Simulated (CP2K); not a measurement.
# [NH4]+ (ammonium): PBE/def2-TZVPP

Aim: the vertical singlet–triplet gap of [NH4]+ (ammonium) at PBE/def2-TZVPP, from 2 runs. 

Program for the calculation: CP2K 2026.2.

2 further runs of the same task are left out: 2 set aside as unsound or not needed.

### 1 The system as given

[NH4]+ has 5 atoms, charge +1, and is taken as a singlet. SMILES: `[NH4+]`. The shape is that of a PBE0-D4/def2-TZVP optimisation.

Bond lengths: N1–H2 1.024 Å, N1–H3 1.024 Å, N1–H4 1.024 Å, N1–H5 1.024 Å. Angles: H2–N1–H3 109.5°, H2–N1–H4 109.5°, H2–N1–H5 109.5°, H3–N1–H4 109.5°, H3–N1–H5 109.5°, H4–N1–H5 109.5°.

### 2 A single-point energy at PBE/def2-TZVPP

File calc.inp:

```
&GLOBAL
    PROJECT_NAME calc
    RUN_TYPE ENERGY
    PRINT_LEVEL MEDIUM
&END
&FORCE_EVAL
    METHOD Quickstep
    &DFT
        BASIS_SET_FILE_NAME ./def2_tzvpp.basis
        POTENTIAL_FILE_NAME POTENTIAL
        CHARGE 1
        &QS
            METHOD GAPW
            EPS_DEFAULT 1.0E-10
        &END
        ! plane-wave cutoff in Ry
        &MGRID
            CUTOFF 280
            REL_CUTOFF 50
            NGRIDS 4
        &END
        ! isolated system
        &POISSON
            PERIODIC NONE
            POISSON_SOLVER MULTIPOLE
        &END
        &SCF
            SCF_GUESS ATOMIC
            EPS_SCF 1.0E-06
            MAX_SCF 40
            &OT
                MINIMIZER DIIS
                PRECONDITIONER FULL_ALL
            &END
            &OUTER_SCF
                EPS_SCF 1.0E-06
                MAX_SCF 8
            &END
        &END
        ! exchange and correlation
        &XC
            &XC_FUNCTIONAL
                &GGA_X_PBE
                &END
                &GGA_C_PBE
                &END
            &END
        &END
        &PRINT
            &MOMENTS
                PERIODIC F
                REFERENCE COM
                MAX_MOMENT 1
            &END
            &MO_CUBES
                NLUMO 3
                NHOMO -1
                WRITE_CUBE F
            &END
            &LOWDIN ON
            &END
            &HIRSHFELD OFF
            &END
        &END
    &END
    &SUBSYS
        ! box in angstrom
        &CELL
            ABC 8.5 8.5 8.6
            PERIODIC NONE
        &END
        &COORD
            N      4.488645     4.134175     4.301320
            H      4.941965     3.686305     5.102330
            H      3.516205     4.350345     4.536530
            H      4.512575     3.500705     3.497670
            H      4.983795     4.999295     4.068740
        &END
        &KIND N
            BASIS_SET def2-TZVPP
            POTENTIAL ALL
            LEBEDEV_GRID 194
            RADIAL_GRID 100
        &END
        &KIND H
            BASIS_SET def2-TZVPP
            POTENTIAL ALL
            LEBEDEV_GRID 194
            RADIAL_GRID 100
        &END
    &END
&END
```

Launch:

```bash
$ OMP_NUM_THREADS=1 cp2k.psmp -i calc.inp > calc.out 2>&1
```

The log of the run:

```text
CP2K| version string:                                       CP2K version 2026.2
[...]
 GLOBAL| Method name                                                        CP2K
[...]
 GLOBAL| Run type                                                         ENERGY
[...]
 DFT| Spin restricted Kohn-Sham (RKS) calculation                            RKS
 DFT| Multiplicity                                                             1
[...]
 DFT| Charge                                                                   1
[...]
 FUNCTIONAL| GGA_X_PBE:
[...]
 FUNCTIONAL| GGA_C_PBE:
[...]
 QS| Method:                                                                GAPW
[...]
 QS| Density cutoff [a.u.]:                                                140.0
[...]
 QS| Relative density cutoff [a.u.]:                                        25.0
[...]
                             - Atoms:                                          5
[...]
                             - Spherical basis functions:                     87
[...]
 Number of electrons:                                                         10
[...]
     1 OT DIIS     0.15E+00    0.6     0.21106550       -54.2843801184 -5.43E+01
[...]
    14 OT DIIS     0.15E+00    0.6     0.00000071       -56.8487359263 -3.16E-10
  *** SCF run converged in    14 steps ***
[...]
  Overlap energy of the core charge distribution:               0.00000054574302
  Self energy of the core charge distribution:                -53.44147257866216
  Core Hamiltonian energy:                                     -5.44353050005050
  Hartree energy:                                              18.58545882787977
  Exchange-correlation energy:                                 -3.81765108394975
[...]
                     Mulliken Population Analysis
 #  Atom  Element  Kind  Atomic population                           Net charge
       1     N        1          7.091611                             -0.091611
       2     H        2          0.727183                              0.272817
       3     H        2          0.726965                              0.273035
       4     H        2          0.727132                              0.272868
       5     H        2          0.727110                              0.272890
 # Total charge                             10.000000                  1.000000
[...]
  Dipole moment [Debye]
    X= -0.3202192E-03 Y=  0.3210958E-03 Z= -0.1738601E-04  Total=      0.0004538
[...]
 WARNING : did not converge in ot_eigensolver
 number of iterations          299  exceeded maximum
 current gradient / target gradient   2.9327002287145754E-004  /    1.0000000000000001E-005
[...]
 HOMO - LUMO gap [eV] :   14.216352
 ENERGY| Total FORCE_EVAL ( QS ) energy [hartree]            -56.848735926274095
[...]
```

Run time: 10 s. Hardware: 1 thread of Arm Neoverse V2, shared host; peak memory 0.42 GiB.

### 3 The triplet, same level

File calc.inp:

```
&GLOBAL
  PROJECT calc
  RUN_TYPE ENERGY
  PRINT_LEVEL MEDIUM
&END GLOBAL

&FORCE_EVAL
  METHOD QUICKSTEP
  &DFT
    BASIS_SET_FILE_NAME ./def2_tzvpp.basis
    POTENTIAL_FILE_NAME POTENTIAL
    CHARGE 1
    MULTIPLICITY 3
    UKS T
    &QS
      METHOD GAPW
      EPS_DEFAULT 1.0E-10
    &END QS
    # real-space grids
    &MGRID
      CUTOFF 280
      REL_CUTOFF 50
      NGRIDS 4
    &END MGRID
    # cluster boundary conditions
    &POISSON
      PERIODIC NONE
      POISSON_SOLVER MULTIPOLE
    &END POISSON
    &SCF
      SCF_GUESS ATOMIC
      EPS_SCF 1.0E-06
      MAX_SCF 40
      &OT
        MINIMIZER CG
        PRECONDITIONER FULL_ALL
      &END OT
      &OUTER_SCF
        EPS_SCF 1.0E-06
        MAX_SCF 8
      &END OUTER_SCF
    &END SCF
    # exchange and correlation
    &XC
      &XC_FUNCTIONAL
        &GGA_X_PBE
        &END GGA_X_PBE
        &GGA_C_PBE
        &END GGA_C_PBE
      &END XC_FUNCTIONAL
    &END XC
    # extra output
    &PRINT
      &MOMENTS
        PERIODIC F
        REFERENCE COM
        MAX_MOMENT 1
      &END MOMENTS
      &MO_CUBES
        NLUMO 3
        NHOMO -1
        WRITE_CUBE F
      &END MO_CUBES
      &LOWDIN ON
      &END LOWDIN
      &HIRSHFELD OFF
      &END HIRSHFELD
    &END PRINT
  &END DFT
  &SUBSYS
    &CELL
      ABC 8.5 8.5 8.6
      PERIODIC NONE
    &END CELL
    &COORD
      N      0.000010     0.000010     0.000000
      H      0.453330    -0.447860     0.801010
      H     -0.972430     0.216180     0.235210
      H      0.023940    -0.633460    -0.803650
      H      0.495160     0.865130    -0.232580
    &END COORD
    &TOPOLOGY
      &CENTER_COORDINATES
      &END CENTER_COORDINATES
    &END TOPOLOGY
    &KIND N
      BASIS_SET def2-TZVPP
      POTENTIAL ALL
      LEBEDEV_GRID 194
      RADIAL_GRID 100
    &END KIND
    &KIND H
      BASIS_SET def2-TZVPP
      POTENTIAL ALL
      LEBEDEV_GRID 194
      RADIAL_GRID 100
    &END KIND
  &END SUBSYS
&END FORCE_EVAL
```

Launch:

```bash
$ OMP_NUM_THREADS=1 cp2k.psmp -i calc.inp -o calc.out
```

The log of the run, shortened:

```text
CP2K| version string:                                       CP2K version 2026.2
[...]
 GLOBAL| Method name                                                        CP2K
[...]
 GLOBAL| Run type                                                         ENERGY
[...]
 DFT| Spin unrestricted (spin-polarized) Kohn-Sham calculation               UKS
 DFT| Multiplicity                                                             3
[...]
 DFT| Charge                                                                   1
[...]
 FUNCTIONAL| GGA_X_PBE:
[...]
 FUNCTIONAL| GGA_C_PBE:
[...]
 QS| Method:                                                                GAPW
[...]
 QS| Density cutoff [a.u.]:                                                140.0
[...]
 QS| Relative density cutoff [a.u.]:                                        25.0
[...]
                             - Atoms:                                          5
[...]
                             - Spherical basis functions:                     87
[...]
 Number of electrons:                                                          6
[...]
     1 OT CG       0.15E+00    1.1     0.13543798       -52.9121444399 -5.29E+01
[...]
    20 OT CG       0.31E+00    1.2     0.00000071       -56.3246964625 -3.97E-10
  *** SCF run converged in    20 steps ***
[...]
  Overlap energy of the core charge distribution:               0.00000054574302
  Self energy of the core charge distribution:                -53.44147257866216
  Core Hamiltonian energy:                                     -5.44519845169526
  Hartree energy:                                              18.97551891668123
  Exchange-correlation energy:                                 -3.67421671371957
[...]
                     Mulliken Population Analysis
 #  Atom  Element  Kind  Atomic population (alpha,beta) Net charge  Spin moment
       1     N        1         3.231925     3.016521     0.751554     0.215404
       2     H        2         0.689026     0.246980     0.063994     0.442046
       3     H        2         0.690269     0.246631     0.063100     0.443638
       4     H        2         0.693677     0.244900     0.061423     0.448777
       5     H        2         0.695103     0.244968     0.059929     0.450135
[...]
  Dipole moment [Debye]
    X= -0.4870473E-02 Y= -0.4353301E-02 Z=  0.8654742E-02  Total=      0.0108433
[...]
 HOMO - LUMO gap [eV] :    0.622791
 ENERGY| Total FORCE_EVAL ( QS ) energy [hartree]            -56.324696462453446
[...]
```

Wall time 1.9 min (1 thread of Arm Neoverse V2, shared host); peak memory 0.5 GiB.

### 4 Results

At PBE/def2-TZVPP:

| quantity | value |
| --- | --- |
| singlet: total energy | -56.84874 Eh |
| singlet: HOMO energy | -21.01 eV |
| singlet: LUMO energy | -6.80 eV |
| singlet: HOMO–LUMO gap | 14.22 eV |
| triplet: total energy | -56.32470 Eh |
| triplet: HOMO energy (highest over α and β) | -9.09 eV |
| triplet: ⟨S²⟩ | 2.002 |
| vertical energy of the triplet above the singlet | 14.260 eV |

What this shows: At this shape the triplet lies 14.26 eV (1376 kJ/mol) above the singlet.
